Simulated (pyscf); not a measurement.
HB=NH + methane (CH₄) -> H₃C–BH–NH₂, gas phase, singlet surface. Structures and frequencies: ωB97X-D3(BJ)/def2-SVP in PySCF. Correlated levels are frozen-core, on RHF or UHF. ΔMP2 is the change of the MP2 total energy from the triple- to the quadruple-zeta basis. ΔG in kcal/mol from CCSD(T)/def2-TZVPP + ΔMP2(QZVPP) energies (ideal gas, 1 atm, RRHO with modes under 100 cm⁻¹ raised to 100, one conformer, R ln 2 for chiral ones without a mode under 150 cm⁻¹).

```json
[
 {"T (K)": "298", "ΔG": "-21.0"},
 {"T (K)": "600", "ΔG": "-12.2"},
 {"T (K)": "900", "ΔG": "?"},
 {"T (K)": "1200", "ΔG": "+4.7"}
]
```

Task: Fit a line to the three values, predict ΔG at 900 K, and estimate where the reaction turns unfavourable at 1 atm of each gas.

Result: Least squares gives ΔG = -29.4 + 28.5 × T/1000 K, so ΔS is about -119 J/(mol K) and ΔH about -29.4 kcal/mol over this range (ΔH at 298 K: -29.6). At 900 K the line gives -3.8; the computed value is -3.6. ΔG = 0 falls near 1030 K; 1 kcal/mol in the energy moves that by 35 K. This is thermodynamics alone and says nothing of the barrier. The CCSD(T) − MP2 part came from Ansatz, without density fitting, on the same reference.
